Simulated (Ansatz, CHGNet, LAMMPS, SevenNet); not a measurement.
**hcp Ti: properties by level of theory**

Reference values: lattice constant a 2.950 Å (measured, 293 K, no zero-point or thermal correction; as tabulated in Wikipedia's data pages); lattice parameter c 4.683 Å (measured, 293 K, no zero-point or thermal correction; as tabulated in Wikipedia's data pages).

```
level (code)                         lattice parameter a (Å)  lattice parameter c (Å)
-----------------------------------  -----------------------  -----------------------
spline MEAM Ti.meam.spline (LAMMPS)                    2.930                    4.678
CHGNet 0.3.0                                           2.931               (withheld)
SevenNet-0                                             2.926               (withheld)
PBE (Ansatz)                                           2.939                    4.650
PBE-D3(BJ) (Ansatz)                                    2.887               (withheld)
rVV10 (Ansatz)                                         2.939                    4.659
```

Q: Complete the blanks.

A: 
- CHGNet 0.3.0, lattice parameter c (Å): 4.687
- SevenNet-0, lattice parameter c (Å): 4.697
- PBE-D3(BJ) (Ansatz, a program for electronic structure), lattice parameter c (Å): 4.577

Differences from the reference values (errors of the level alone only where the reference is corrected to a static lattice):

```tsv
level	lattice constant a (%)	lattice parameter c (%)
spline MEAM Ti.meam.spline	-0.68	-0.11
CHGNet 0.3.0	-0.64	+0.09
SevenNet-0	-0.81	+0.30
PBE	-0.37	-0.70
PBE-D3(BJ)	-2.14	-2.26
rVV10	-0.37	-0.51
```

Nearest: lattice constant a, not ranked (reference at room or unstated temperature); lattice parameter c, not ranked (reference at room or unstated temperature). Empirical potentials aren't ranked on values they can be fitted to.

Empirical potentials (spline MEAM Ti.meam.spline) are fitted to chosen data: where that held the value shown, agreement is built in, and what lay outside the fit can be far off. Machine-learned potentials (CHGNet 0.3.0, SevenNet-0) are trained on DFT data: a solid inside that data is no test of them.

Ansatz's density-functional and Hartree–Fock values are scalar-relativistic unless marked +SOC, with PAW data made under PBE.

Differences are worked out from the printed values.

The computed numbers hold no vibrational or temperature effects.
